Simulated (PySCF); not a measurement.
Rigid-rotor lines calculated for a species of formula C6H10 (commonest isotopes; PBE0-D3(BJ)/def2-SVP geometry optimisation, gas phase (PySCF 2.14.0)), labelled J(Ka,Kc):

```tsv
transition	MHz
2(1,2) ← 1(1,1)	8392.6
1(0,1) ← 0(0,0)	4545.4
2(0,2) ← 1(0,1)	8995.5
2(1,1) ← 1(1,0)	9789.1
```

(1) Find the rotational constants.

(2) What moments of inertia, asymmetry and inertial defect follow?

(3) Which dipole components do these lines need?

(4) Where do these fall, and of which type are they? 2(1,1) ← 2(1,2); 1(1,0) ← 1(1,1).

(5) Which structure gave them?

Answers

(1) 1(0,1) ← 0(0,0) is B + C, 2(1,1) ← 1(1,0) is 3B + C and 2(1,2) ← 1(1,1) is B + 3C, so B − C is half the difference of the last two, 698.2 MHz. A enters only through 2(0,2) ← 1(0,1) = 2A + B + C − 2√((B − C)² + (A − C)(A − B)). A = 6084, B = 2621.8, C = 1923.6 MHz.

(2) I = 505379 MHz·u·Å² over each constant: Ia = 83.06, Ib = 192.76, Ic = 262.73 u·Å²; κ = (2B − A − C)/(A − C) = -0.664 (asymmetric top); Δ = Ic − Ia − Ib = -13.09 u·Å².

(3) μa (a-type: ΔKa even, ΔKc odd). The calculation gives |μa| = 0.24 D, |μb| = 0.00 D, |μc| = 0.00 D.

(4) 
| transition | MHz | type | branch |
| --- | --- | --- | --- |
| 1(1,0) ← 1(1,1) | 698 | a | Q |
| 2(1,1) ← 2(1,2) | 2095 | a | Q |

(5) `CC(C)=C1CC1`, point group C2v. Three constants can't fix a structure by themselves; this is the one that was computed:
```xyz
16
C6H10 angstrom
C     -1.641   -1.129   -0.593
C     -0.832   -0.005   -0.017
C     -1.588    1.164    0.540
C      0.497   -0.045   -0.001
C      1.757    0.605    0.353
C      1.725   -0.769   -0.321
H     -2.279   -0.773   -1.420
H     -1.000   -1.936   -0.974
H     -2.321   -1.555    0.164
H     -2.223    1.629   -0.234
H     -2.266    0.846    1.350
H     -0.910    1.932    0.938
H      2.058    0.650    1.406
H      2.103    1.458   -0.243
H      2.050   -0.833   -1.366
H      2.003   -1.640    0.282
```

No frequency check. These are rigid-rotor constants of the computed structure; measured ground-state constants (B0) also hold zero-point vibration. A rigid rotor knows nothing of internal rotation, which can split or shift real lines.
